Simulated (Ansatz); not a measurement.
**AlF₂ (doublet): wave-function methods side by side at angle F2–Al1–F3 = 180.0°, cc-pVDZ**

Aim: climb from Hartree-Fock through coupled cluster and multireference methods for AlF₂ (doublet) at one geometry and basis, and see what each rung misses.

Computed with Ansatz 0.2.0, Gaussian basis. Level: cc-pVDZ, core rule «outside noble gas», up to 7 orbitals frozen.

Plan: UHF; CCSD(T) on ROHF; CCSD(T) on UHF; BCCD(T) on ROHF; CISD; CCSDT(Q) on ROHF; CCSDT(Q) on UHF; CASSCF and MRCISD+Q, 3 electrons in 3 orbitals; CASSCF and NEVPT2, 3 electrons in 3 orbitals.

32 further runs of the same task are left out: 16 for a known fault of the program, 2 for a mislabelled method, 13 that didn't finish, 1 set aside as unsound or not needed.

## (1) The geometry

The geometry derives from a PBE0/def2-TZVP stationary point (not a proven minimum). One angle is set to the value named; bond lengths are kept.

3 atoms, charge 0, spin multiplicity 2.

Atoms are counted from 1 here; the program's logs count them from 0.

Bond lengths: Al1–F2 1.647 Å, Al1–F3 1.647 Å. Angles: F2–Al1–F3 180.0°.

## (2) UHF

The input, in.yaml:

```yaml
crystal:
  periodic: [false, false, false]
  atoms:
    - {symbol: Al, position_ang: [0.000000, 0.000000, 0.000000]}
    - {symbol: F, position_ang: [0.000000, 0.000000, -1.646521]}
    - {symbol: F, position_ang: [0.000000, 0.000000, 1.646521]}
basis:
  gaussian: {orbitals: cc-pVDZ}
magnetization: {spin_polarized: true, initial_magnetization: 1}
hamiltonian: {xc: hf}
output: {orbitals: {seedname: orbitals}}
```

Command:

```sh
$ ansatz run in.yaml --threads 1 --pin off --events-out ev --progress --plain --max-ram 2393MiB
```

After this run come: CCSD(T) on ROHF; CCSD(T) on UHF; BCCD(T) on ROHF; CISD; CCSDT(Q) on ROHF; CCSDT(Q) on UHF; CASSCF and MRCISD+Q, 3 electrons in 3 orbitals; CASSCF and NEVPT2, 3 electrons in 3 orbitals.

Q: Predict the results of all the runs planned. Wanted: UCCSDT(Q) below the RHF energy; RMP2 from UCCSDT(Q); UMP2 from UCCSDT(Q); RCCSD from UCCSDT(Q); RCCSD(T) from UCCSDT(Q); UCCSD(T) from UCCSDT(Q); RCCSDT(Q) from UCCSDT(Q); NEVPT2 pair from UCCSDT(Q); MRCISD+Q pair from UCCSDT(Q).

As calculated:

| quantity | value |
| --- | --- |
| UCCSDT(Q) below the RHF energy | -12.0258 eV |
| RMP2 from UCCSDT(Q) | +34.0 kJ/mol |
| UMP2 from UCCSDT(Q) | +33.1 kJ/mol |
| RCCSD from UCCSDT(Q) | +25.5 kJ/mol |
| RCCSD(T) from UCCSDT(Q) | +4.3 kJ/mol |
| UCCSD(T) from UCCSDT(Q) | +4.3 kJ/mol |
| RCCSDT(Q) from UCCSDT(Q) | +0.7 kJ/mol |
| NEVPT2 pair from UCCSDT(Q) | +42.7 kJ/mol |
| MRCISD+Q pair from UCCSDT(Q) | +23.8 kJ/mol |
| levels within 1 kcal/mol (43 meV) | BCCD(T), RCCSDT, UCCSDT, RCCSDT(Q) |
| T1 diagnostic | 0.021 |

What this shows: RCCSD(T) misses by +4.3 kJ/mol, 0.4 % of the correlation energy. Of the multireference levels listed MRCISD+Q pair comes nearest in total energy (+23.8 kJ/mol), which doesn't show that its space is the better one. These misses are within one basis, not against nature; the frozen cores of restricted and unrestricted runs differ, which can shift their rows.
